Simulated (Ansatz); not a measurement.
Species: CH2Cl2, SMILES `ClCCl` (charge 0, multiplicity 1).

Task: Give a relaxed geometry from B3LYP-D3(BJ)/def2-TZVP (Ansatz, an electronic-structure program).

Result: the end point of this relaxation (outside a Z-matrix the atoms follow the SMILES, hydrogens last).
Z-matrix (Å, degrees):
```
C
H 1 1.0832
H 1 1.0832 2 111.84
Cl 1 1.7803 2 108.03 3 118.77
Cl 1 1.7803 2 108.03 3 -118.77
```
